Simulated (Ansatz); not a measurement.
Relaxation of C2H2OS (6 atoms, charge 0, multiplicity 1), to a largest force component of 0.015 eV/Å in at most 40 steps.

Theory: RKS PBE0/def2-SVP (Ansatz 0.2.0).

```xyz
6
Properties=species:S:1:pos:R:3
C 1.522 0.637 -0.144
C 0.627 -0.088 0.190
O -0.358 -0.833 0.572
S -1.733 -0.956 -0.409
H 2.369 1.201 -0.385
H -1.286 -1.974 -1.171
```

**Question.** Where does it end, and by what steps?

**Answer.** The run converged. After 6 steps the energy has fallen by 0.043 eV; H6 moved furthest, 0.08 Å.

```csv
step,energy less start (eV),largest force component (eV/Å),accepted
0,0.0000,1.061,yes
1,-0.0303,0.336,yes
2,-0.0367,0.192,yes
3,-0.0397,0.136,yes
4,-0.0427,0.051,yes
5,-0.0430,0.016,yes
6,-0.0431,0.003,yes
```

```xyz
6
Properties=species:S:1:pos:R:3
C 1.535 0.599 -0.138
C 0.595 -0.082 0.207
O -0.376 -0.835 0.621
S -1.751 -0.969 -0.404
H 2.368 1.207 -0.431
H -1.229 -1.934 -1.202
```

The run took 17 s on 1 thread of Arm Neoverse V1, on a shared host, peak memory 0.13 GiB.
